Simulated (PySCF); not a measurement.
# C₅H₈N+: electronic excitations

What electronic excitations should C₅H₈N+ (`C#C[C@@H]1C[C@H]1[NH3+]`) show?

Programs: PySCF 2.14.0, with density-fitted response routines of our own. Each step states its level of theory. These are calculated values for one molecule in the gas phase, unless marked as measured. Atoms count from 0, in the outputs and in this text.

## 1. Starting geometry

14 atoms, charge 1, multiplicity 1; geometry from: GFN2-xTB.

Bonds of the start (Å): C0–C1 1.20, C1–C2 1.43, C2–C3 1.51, C3–C4 1.49, C4–N5 1.48, C4–C2 1.51, C0–H6 1.05, C2–H7 1.08, C3–H8 1.08, C3–H9 1.08, C4–H10 1.08, N5–H11 1.03, N5–H12 1.03, N5–H13 1.03.

## 2. Ultraviolet spectrum: CAM-B3LYP/def2-SVPD

The job: settings as JSON, then the geometry in Å.

```
{"job": {"kind": "uv", "xc": "CAM-B3LYP", "basis": "def2-SVPD", "nstates": 8, "ntriplets": 3}, "charge": 1, "multiplicity": 1}
C      2.414241     0.492730     1.811815
C      1.665737     0.291192     0.899755
C      0.761407     0.066439    -0.188006
C     -0.249593     1.123603    -0.555781
C     -0.700115    -0.129606     0.123320
N     -1.462285    -1.122021    -0.675187
H      3.083527     0.666075     2.601848
H      1.191019    -0.519900    -0.992782
H     -0.482393     1.264731    -1.600167
H     -0.263168     2.037525     0.017130
H     -1.026149    -0.090211     1.153528
H     -1.118509    -1.122712    -1.645957
H     -1.348701    -2.068778    -0.286048
H     -2.465696    -0.889540    -0.685634
```

Level: TDDFT CAM-B3LYP/def2-SVPD, vertical, gas phase, core orbitals frozen in the response.

On the command line:

```bash
> OMP_NUM_THREADS=1 python probes_run.py task.json out
```

One launch serves the whole session: the jobs run in the order shown.

What will the session give for the following? lowest singlet (CAM-B3LYP/def2-SVPD); brightest single state of those computed; lowest triplet. Wanted: lowest singlet; brightest single state of those computed; lowest triplet.

As calculated:

| quantity | value |
| --- | --- |
| lowest singlet (CAM-B3LYP/def2-SVPD) | 6.24 eV (199 nm), f = 0.001 |
| brightest single state of those computed | state 7, 7.83 eV, f = 0.087 |
| lowest triplet | 5.30 eV |

**Reading.** The first singlet state (HOMO→LUMO 0.46, HOMO→LUMO+1 0.14) lies at 6.24 eV and is dark; of the 8 states computed, the strongest absorption comes from state 7 at 7.83 eV. The lowest triplet lies 0.93 eV below the lowest singlet (triplets in Tamm-Dancoff, singlets in full TDDFT).
